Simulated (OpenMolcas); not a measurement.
# Si2H4F (SMILES F[SiH2][SiH2]) at 6 levels

Aim: a comparison of 6 runs (UHF/STO-3G, UHF/3-21G, UB3LYP/6-31G*, UPBE0/def2-SVP, UBP86/aug-cc-pVDZ) of Si2H4F. 

The calculation is run with OpenMolcas 26.06.

2 further runs of the same task are left out: 2 set aside as unsound or not needed.

## Step 1: The system as given

The species is Si2H4F (7 atoms), meant as a doublet with charge 0. SMILES: `F[SiH2][SiH2]`. Geometry: relaxed at GFN2-xTB. This is one conformer, not always the lowest.

Bond lengths: F1–Si2 1.625 Å, Si2–Si3 2.264 Å, Si2–H4 1.460 Å, Si2–H5 1.460 Å, Si3–H6 1.462 Å, Si3–H7 1.462 Å. Angles: F1–Si2–Si3 114.9°, F1–Si2–H4 101.5°, F1–Si2–H5 101.5°, Si3–Si2–H4 113.1°, Si3–Si2–H5 113.2°, Si2–Si3–H6 121.5°, Si2–Si3–H7 121.5°, H4–Si2–H5 111.5°, H6–Si3–H7 107.3°.

## Step 2: Energy and gradient at UHF/STO-3G (run 1)

The input, calc.inp:

```
&GATEWAY
 BasLib
 $CurrDir
 Coord
 7
 angstrom
 F       -1.977880      -0.593390       0.237220
 Si      -0.701990      -0.069950      -0.622150
 Si       1.199460       0.213340       0.573840
 H       -0.589430      -1.111070      -1.640040
 H       -1.218560       1.175160      -1.183460
 H        1.345560       1.312090       1.526830
 H        1.942840      -0.926180       1.107750
 Basis
 STO-3G
 Group
 NoSym

&SEWARD

&SCF
 UHF
 Spin
 2
 Thresholds
 1e-10 1e-07 1e-07 1e-05
 PrOrbitals
 1 1

&ALASKA
```

The basis set STO-3G is read from a file made from the Basis Set Exchange's data (not shown).

The run is started by

```bash
$ export MOLCAS_MEM=1860
$ pymolcas calc.inp > calc.log
```

Output:

```text
--- Start Module: gateway ---
[...]
--- Stop Module: gateway /rc=_RC_ALL_IS_WELL_ ---
[...]
      Basis functions           27
[...]
--- Start Module: scf ---
[...]
       Convergence after  14 Iterations
[...]
::    Total SCF energy                               -671.5323362743
[...]
      Total spin, S                                     0.5046374257
[...]
      Total electronic charge=   41.000000
      Total            charge=   -0.000000
[...]
      Dipole Moment (debye):
      Origin of the operator (angstrom)=   -0.2807   -0.0862    0.0375
                   X=  1.2622E+00               Y=  4.8986E-01               Z= -7.2105E-01           Total=  1.5339E+00
      Quadrupole Moment (debye*angstrom):
[...]
 *              Molecular gradients               *
 **************************************************
  Irreducible representation: a
 ------------------------------------------------------------------------------------------
                              X                       Y                       Z
 ------------------------------------------------------------------------------------------
  F1                3.74629717223307E-03    3.45046333888011E-03   -1.23043309665993E-02
  SI2               1.36512485871938E-02    2.75707670898617E-03    5.21924768705695E-03
  SI3              -2.52593980458489E-02   -6.29551726022237E-03   -3.19684474661797E-03
  H4               -7.59150716784279E-03   -1.85138787888053E-02   -7.10355339916857E-03
  H5               -1.63584152082363E-02    1.34029366761759E-02   -7.05919805356281E-04
  H6                1.24498205765291E-02    1.56090297861256E-02    1.14961773941800E-02
  H7                1.93619540859622E-02   -1.04101104611232E-02    6.59522383650724E-03
 ------------------------------------------------------------------------------------------
[...]
```

Run time: 2.2 s. Hardware: 1 thread of Arm Neoverse V1, shared host; peak memory 0.37 GiB.

## Step 3: Energy and forces at UHF/3-21G (run 2)

The input, struct.xyz:

```xyz
7

F     -1.977880    -0.593390     0.237220
Si    -0.701990    -0.069950    -0.622150
Si     1.199460     0.213340     0.573840
H     -0.589430    -1.111070    -1.640040
H     -1.218560     1.175160    -1.183460
H      1.345560     1.312090     1.526830
H      1.942840    -0.926180     1.107750
```

The input, job.input:

```
>>> EXPORT MOLCAS_PRINT=2

&GATEWAY
  BASLIB=$CurrDir
  COORD=struct.xyz
  BASIS=3-21G
  GROUP=NoSym

&SEWARD

&SCF
  UHF
  SPIN=2
  THRESHOLDS=1e-10 1e-07 1e-07 1e-05
  PRORBITALS=1 2

&ALASKA
```

The basis set 3-21G is read from a file made from the Basis Set Exchange's data (not shown).

The run is started by

```bash
$ export MOLCAS_MEM=1860
$ pymolcas job.input > job.log
```

Output:

```text
--- Start Module: gateway ---
[...]
--- Stop Module: gateway /rc=_RC_ALL_IS_WELL_ ---
[...]
      Basis functions           43
[...]
--- Start Module: scf ---
[...]
       Convergence after  15 Iterations
[...]
::    Total SCF energy                               -676.0156500676
[...]
      Total spin, S                                     0.5053341484
[...]
      Total electronic charge=   41.000000
      Total            charge=   -0.000000
[...]
      Dipole Moment (debye):
      Origin of the operator (angstrom)=   -0.2807   -0.0862    0.0375
                   X=  1.8051E+00               Y=  7.0489E-01               Z= -1.0403E+00           Total=  2.1994E+00
      Quadrupole Moment (debye*angstrom):
[...]
 *              Molecular gradients               *
 **************************************************
  Irreducible representation: a
 ------------------------------------------------------------------------------------------
                              X                       Y                       Z
 ------------------------------------------------------------------------------------------
  F1                1.16467353789265E-02    6.76319927286340E-03   -1.79246372842705E-02
  SI2               2.32836804133463E-02    5.22605773255957E-03    6.43485107921116E-03
  SI3              -1.64007213370958E-02   -4.09830142620926E-03   -2.44274540220513E-03
  H4               -1.19755748315229E-02    1.44848711298851E-03    8.96847046013249E-03
  H5               -8.78583255053456E-03   -1.03384112157743E-02    6.64774689380199E-03
  H6                3.77023279117916E-03   -9.35951819679604E-03   -2.69273304123496E-03
  H7               -1.53851986431430E-03    1.03584867203983E-02    1.00904729462026E-03
 ------------------------------------------------------------------------------------------
[...]
```

Wall time 2.5 s (1 thread of Arm Neoverse V1, shared host); peak memory 0.38 GiB.

## Step 4: Energy and forces at UB3LYP/6-31G(d) (spherical functions) (run 3)

The input, calc.inp:

```
>>> EXPORT MOLCAS_PRINT=2

&GATEWAY
  BasLib=$CurrDir
  Coord
  7
  angstrom
  F       -1.977880      -0.593390       0.237220
  Si      -0.701990      -0.069950      -0.622150
  Si       1.199460       0.213340       0.573840
  H       -0.589430      -1.111070      -1.640040
  H       -1.218560       1.175160      -1.183460
  H        1.345560       1.312090       1.526830
  H        1.942840      -0.926180       1.107750
  Basis=6-31Gs
  Group=NoSym

&SEWARD
  GridInput
  Grid=UltraFine
  End of Grid

&SCF
  UHF
  Spin=2
  KSDFT=B3LYP
  Thresholds=1e-10 1e-07 1e-07 1e-05
  PrOrbitals=1 2

&ALASKA
```

The basis set 6-31G* is read from a file made from the Basis Set Exchange's data (not shown).

The run is started by

```bash
$ export MOLCAS_MEM=1860
$ pymolcas calc.inp > calc.log
```

Output:

```text
--- Start Module: gateway ---
[...]
--- Stop Module: gateway /rc=_RC_ALL_IS_WELL_ ---
[...]
      Basis functions           58
[...]
--- Start Module: scf ---
[...]
       Convergence after  14 Iterations
[...]
::    Total KS-DFT energy                            -681.2230998517
[...]
      Total spin, S                                     0.5015078754
[...]
      Total electronic charge=   41.000000
      Total            charge=   -0.000000
[...]
      Dipole Moment (debye):
      Origin of the operator (angstrom)=   -0.2807   -0.0862    0.0375
                   X=  1.3769E+00               Y=  4.9370E-01               Z= -5.6571E-01           Total=  1.5683E+00
      Quadrupole Moment (debye*angstrom):
[...]
 *              Molecular gradients               *
 **************************************************
  Irreducible representation: a
 ------------------------------------------------------------------------------------------
                              X                       Y                       Z
 ------------------------------------------------------------------------------------------
  F1                7.50583587519671E-04    1.80455291601689E-03   -8.14893330827005E-03
  SI2               2.68045982620180E-02    8.50375873810183E-03   -5.01533827119616E-03
  SI3              -1.22953242231265E-02   -3.79185901175516E-03    1.78283324466211E-03
  H4               -9.86671409694843E-03    4.14545239004260E-03    9.82217789908457E-03
  H5               -5.55231420506974E-03   -1.17473485295334E-02    6.68632880112341E-03
  H6                2.65309429259308E-03   -9.02743340009504E-03   -4.36725634399648E-03
  H7               -2.49392361699874E-03    1.01128768972343E-02   -7.59812021352557E-04
 ------------------------------------------------------------------------------------------
[...]
```

Wall time 25 s (1 thread of Arm Neoverse V1, shared host); peak memory 0.39 GiB.

Runs 4 to 5 aren't shown in full; the table further down has their settings and results.

## Step 5: Energy and gradient at UBP86/aug-cc-pVDZ (run 6)

The input, test.inp:

```
&GATEWAY
 BasLib=$CurrDir
 Coord
 7
 angstrom
 F       -1.977880      -0.593390       0.237220
 Si      -0.701990      -0.069950      -0.622150
 Si       1.199460       0.213340       0.573840
 H       -0.589430      -1.111070      -1.640040
 H       -1.218560       1.175160      -1.183460
 H        1.345560       1.312090       1.526830
 H        1.942840      -0.926180       1.107750
 Basis=aug-cc-pVDZ
 Group=NoSym

&SEWARD
 GridInput
 Grid=UltraFine
 End of Grid

&SCF
 UHF
 Spin=2
 KSDFT=2
 1.0 GGA_X_B88
 1.0 GGA_C_P86
 Thresholds=1e-10 1e-07 1e-07 1e-05
 PrOrbitals=1 2

&ALASKA
```

The basis set aug-cc-pVDZ is read from a file made from the Basis Set Exchange's data (not shown).

The run is started by

```bash
$ export MOLCAS_MEM=1860
$ pymolcas test.inp > test.log
```

Output:

```text
--- Start Module: gateway ---
[...]
--- Stop Module: gateway /rc=_RC_ALL_IS_WELL_ ---
[...]
      Basis functions          113
[...]
--- Start Module: scf ---
[...]
       Convergence after  17 Iterations
[...]
::    Total KS-DFT energy                            -681.2833507949
[...]
      Total spin, S                                     0.5018454286
[...]
      Total electronic charge=   41.000000
      Total            charge=   -0.000000
[...]
      Dipole Moment (debye):
      Origin of the operator (angstrom)=   -0.2807   -0.0862    0.0375
                   X=  1.4452E+00               Y=  4.7979E-01               Z= -4.0520E-01           Total=  1.5758E+00
      Quadrupole Moment (debye*angstrom):
[...]
 *              Molecular gradients               *
 **************************************************
  Irreducible representation: a
 ------------------------------------------------------------------------------------------
                              X                       Y                       Z
 ------------------------------------------------------------------------------------------
  F1                2.54352114096843E-02    1.17718610488469E-02   -2.39543546268361E-02
  SI2              -3.08210278343349E-03   -2.58682119063192E-03    9.20468847573730E-03
  SI3              -9.08024216266057E-03   -3.36325854377684E-03    4.23437978869678E-03
  H4               -7.88167505985105E-03    9.36416957432229E-03    1.31127438977687E-02
  H5               -9.34431789935575E-04   -1.60760120221655E-02    8.06539432777109E-03
  H6                1.58344323450266E-03   -1.37600785749550E-02   -7.99701989116164E-03
  H7               -6.04020284833506E-03    1.46501397083818E-02   -2.66583197191683E-03
 ------------------------------------------------------------------------------------------
[...]
```

It took 88 s on 1 thread of Arm Neoverse V1, shared host; peak memory 0.68 GiB.

## Step 6: All runs side by side

```tsv
run	level	integration grid	Cartesian functions	energy (Eh)	dipole moment (D)	HOMO energy (eV)	LUMO energy (eV)	wall time
1	UHF/STO-3G	–	no	-671.532336	1.53	-5.95	6.80	2.2 s
2	UHF/3-21G	–	no	-676.015650	2.20	-9.03	0.45	2.5 s
3	UB3LYP/6-31G* (spherical functions)	UltraFine	no	-681.223100	1.57	-6.03	-3.25	25 s
4	UB3LYP/6-31G* (Cartesian functions)	UltraFine	yes	-681.227760	1.57	-6.03	-3.25	26 s
5	UPBE0/def2-SVP	UltraFine	no	-680.615632	1.66	-6.47	-3.00	27 s
6	UBP86/aug-cc-pVDZ	UltraFine	no	-681.283351	1.58	-5.53	-4.07	88 s
```

## Step 7: Outcome

```
                                 quantity          value
                      run 6: total energy  -681.28335 Eh
                     run 6: dipole moment         1.58 D
run 6: HOMO energy (highest over α and β)       -5.53 eV
 run 6: LUMO energy (lowest over α and β)       -4.07 eV
                              run 6: ⟨S²⟩          0.754
          run 6: largest force on an atom     1.896 eV/Å
```

What this shows: The dipole moment (its size) runs from 1.53 D (UHF/STO-3G) to 2.20 D (UHF/3-21G). Totals of different functionals can't be ranked against each other. In run 1 the basis is minimal, so the values are rough. All runs together took 2.8 min, the longest 88 s.
